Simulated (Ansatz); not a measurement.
Worked example: correlation energy of CH2O, singlet

Geometry: MP2(full)/6-31G*, from the G2/97 set.

```yaml
atoms:
  - { symbol: O, position_ang: [0.0000, 0.0000, 0.6094] }
  - { symbol: C, position_ang: [0.0000, 0.0000, -0.6107] }
  - { symbol: H, position_ang: [0.0000, 0.9344, -1.1982] }
  - { symbol: H, position_ang: [0.0000, -0.9344, -1.1982] }
```

Basis 6-31G; Ansatz 0.2.0. Only valence electrons are correlated (noble-gas cores frozen), which leaves 12 electrons in 20 orbitals. R marks a restricted (for open shells ROHF) determinant.

Full CI isn't at hand for all of this; RCCSDTQ serves as the reference, and is uncertain by about the last step of the cluster series.

Runs differ by some tens of microhartree through their thresholds, so steps under 0.03 kcal/mol mean nothing.

| level | total energy (hartree) |
| --- | --- |
| RHF | -113.807481 |
| RMP2 | -114.026878 |
| RCCSD | -114.036950 |
| RCCSD(T) | -114.042994 |
| RCCSDT | -114.043406 |
| RCCSDT(Q) | -114.044338 |
| RCCSDTQ | -114.044215 |

Problem. What is the correlation energy at RCCSDTQ, and what share of it do RMP2 and RCCSDT recover?

Solution. E(corr) = -114.044215 − (-113.807481) = -0.236734 hartree = -6.442 eV. RMP2: -0.219397 / -0.236734 = 92.68 %. RCCSDT: -0.235925 / -0.236734 = 99.66 %.

Problem. By how many kcal/mol does RCCSD(T) miss RCCSDTQ (1 hartree = 627.509 kcal/mol), and which steps make up the rest?

Solution. -114.042994 − (-114.044215) = 0.001221 hartree = 0.77 kcal/mol. Steps: RCCSDT − RCCSD(T) = -0.26, RCCSDT(Q) − RCCSDT = -0.58, RCCSDTQ − RCCSDT(Q) = 0.08 kcal/mol. That is within 1 kcal/mol of the reference in this basis, which itself misses far more of the correlation at the basis-set limit.
